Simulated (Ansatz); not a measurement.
# C₃H₃Cl: up Jacob's ladder to CCSD(T)

An exercise on one series of results from a longer session: the logs are not shown, and one member is left open.

Computed with Ansatz 0.2.0, Gaussian basis. Level: functionals in def2-TZVPP, the program's frozen cores in correlated methods.

Levels to be run: LDA (SPW92), PBE-D4, revPBE-D4, BLYP-D4, r2SCAN-D4, B97M-V, PBE0-D4, B3LYP-D4, r2SCANh-D4, r2SCAN0-D4, HSE06-D4, BHLYP-D4, CAM-B3LYP-D4, LC-ωPBE, ωB97X-V, ωB97M-V, B2PLYP, PBE-QIDH; CCSD(T)/def2-SVP; CCSD(T)/def2-TZVPP; MP2/def2-QZVPP; extrapolation to the limit; RPA on PBE.

### The relaxed structure

An earlier PBE0-D4 in a triple-zeta def2 set relaxation fixed the geometry.

SMILES `ClC1C=C1`, 7 atoms, charge 0, spin multiplicity 1.

Atoms are counted from 1 here; the program's logs count them from 0.

Bond lengths: Cl1–C2 1.799 Å, C2–C3 1.464 Å, C2–C4 1.464 Å, C2–H5 1.085 Å, C3–C4 1.296 Å, C3–H6 1.077 Å, C4–H7 1.077 Å. Angles: Cl1–C2–C3 119.8°, Cl1–C2–C4 119.8°, Cl1–C2–H5 107.8°, C3–C2–C4 52.5°, C3–C2–H5 124.0°, C4–C2–H5 124.0°, C2–C3–C4 63.7°, C2–C3–H6 145.7°, C4–C3–H6 150.4°, C2–C4–C3 63.7°, C2–C4–H7 145.7°, C3–C4–H7 150.5°.

The first run:

in.yaml reads:

```yaml
crystal:
  periodic: [false, false, false]
  atoms:
    - {symbol: Cl, position_ang: [-2.034794, -0.503249, -0.535906]}
    - {symbol: C, position_ang: [-0.337578, 0.093716, -0.571569]}
    - {symbol: C, position_ang: [0.297324, 0.556522, 0.663966]}
    - {symbol: C, position_ang: [0.691462, -0.592108, 0.212459]}
    - {symbol: H, position_ang: [-0.161984, 0.537085, -1.546247]}
    - {symbol: H, position_ang: [0.321540, 1.324618, 1.418111]}
    - {symbol: H, position_ang: [1.285231, -1.484584, 0.313485]}
basis:
  gaussian: {orbitals: def2-TZVPP}
hamiltonian: {xc: lda}
output: {orbitals: {seedname: orbitals}}
```

Command:

```
$ ansatz run in.yaml --threads 2 --pin off --events-out ev --progress --plain --max-ram 4352MiB
```

Steps of the session up to this table: LDA; PBE-D4 (GGA); revPBE-D4 (GGA); BLYP-D4 (GGA); r2SCAN-D4 (meta-GGA); B97M-V (meta-GGA); B3LYP-D4 (hybrid); r2SCANh-D4 (hybrid); r2SCAN0-D4 (hybrid); HSE06-D4 (hybrid); BHLYP-D4 (hybrid); CAM-B3LYP-D4 (range-separated); LC-ωPBE (range-separated); ωB97X-V (range-separated); ωB97M-V (range-separated); B2PLYP (double hybrid); PBE-QIDH (double hybrid).

One of the session's tables, all rows but one given; the rest of the session is left out.

It belongs to the step «Orbital energies across the functionals». 

| functional | HOMO (eV) | gap (eV) |
| --- | --- | --- |
| LDA (SPW92) | -6.63 | 4.76 |
| PBE-D4 | -6.49 | 4.88 |
| revPBE-D4 | -6.44 | 4.92 |
| BLYP-D4 | -6.34 | 4.87 |
| r2SCAN-D4 | ? | ? |
| B97M-V | -6.87 | 5.63 |
| PBE0-D4 | -7.83 | 7.30 |
| B3LYP-D4 | -7.58 | 6.80 |
| r2SCANh-D4 | -7.26 | 6.30 |
| r2SCAN0-D4 | -8.01 | 7.63 |
| HSE06-D4 | -7.43 | 6.51 |
| BHLYP-D4 | -9.05 | 9.67 |
| CAM-B3LYP-D4 | -9.20 | 9.85 |
| LC-ωPBE | -10.61 | 12.50 |
| ωB97X-V | -10.23 | 12.02 |
| ωB97M-V | -10.07 | 11.74 |

Estimate the missing values for r2SCAN-D4.

Worked estimate for «HOMO (eV)». Against the share of exact exchange, r2SCANh-D4 (0.1, -7.26), r2SCAN0-D4 (0.25, -8.01) give a slope of -5.00 per unit share; at 0 the line stands at -6.76.

**Answer.** HOMO (eV): -6.77; gap (eV): 5.42. In «HOMO (eV)» the line misses by +0.01.
